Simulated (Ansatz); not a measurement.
**Which is lower?**

Two relaxed structures of H2S2, closed shell (PBE0-D4/def2-TZVP; forces vanish, vibrations not checked).

A:

```
4
angstrom
S 0.8312 -0.7514 0.1025
S 0.0027 1.1191 0.1166
H -0.1205 -1.3991 0.8015
H -0.7134 1.0314 -1.0206
```

B:

S1  (0.806, -0.750, 0.232)
S2  (0.413, 1.136, -0.132)
H3  (-0.089, 1.705, 1.005)
H4  (-0.827, 1.222, -0.701)
(Å)

Program: Ansatz 0.2.0. Basis: def2-TZVPP. Cores are frozen in the correlated methods. B3LYP uses VWN-RPA correlation.

(1) Which structure is lower at CCSD(T), and by how much? (An estimate is asked for; the value comes from the calculation.)

T1 diagnostic: at most 0.016.

Results:

(1) The calculation gives: A, by 1.230 eV (electronic energy, against the other). By their contacts, A is H₂S₂ ([SH][SH]) and B is H₂S₂ ([S][SH2]).

All methods give the same order:

| method | E(B) − E(A) (eV) |
| --- | --- |
| PBE-D4 | 1.068 |
| r2SCAN-D4 | 1.096 |
| PBE0-D4 | 1.134 |
| B3LYP-D4 | 1.153 |
| wB97M-V | 1.216 |
| HF | 1.316 |
| MP2 | 1.192 |
| CCSD | 1.260 |
| CCSD(T) | 1.230 |

Labels in which every atom is bracketed show which atoms are joined, not bond orders.

For scale, one of the runs: CCSD(T)/def2-TZVPP, 112 basis functions, launched by `ansatz run in.yaml --threads 2 --pin off --events-out ev --progress --plain --max-ram 4352MiB`. The run took about 4.4 s on 2 CPU threads of an Arm Neoverse N1 (shared host).
